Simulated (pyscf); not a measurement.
PySCF, gas phase, ωB97X-D3(BJ)/def2-SVP geometries.

Task: For the elementary gas-phase step H₃Si–O–InH₂ + hydrogen (H₂) -> InH₃ + silanol (HO–SiH₃) (singlet surface; In–O, H–H broken, H–In, H–O formed), what barrier and reaction energy does ωB97M-D3(BJ)/def2-TZVP give, measured from the separated reactants?

Result: ΔE‡ = 19.1 kcal/mol, ΔE = +8.9 kcal/mol. Zero-point energy shifts the barrier by +2.2 kcal/mol. It is a four-centre exchange, with an imaginary mode of 1291i cm⁻¹. On the product side the descent ends in an adduct with a In–O contact, 13.9 kcal/mol under the separated species and 21.1 kcal/mol under the saddle at ωB97X-D3(BJ)/def2-TZVP. What is counted as broken (In–O) persists as a longer contact in the product adduct; parting that adduct is a step of its own. At the saddle there is also a short H–In contact that neither side keeps. One saddle was located; it need not be the lowest between these sides. Elements past Kr carry the def2 core potentials, without spin-orbit coupling.
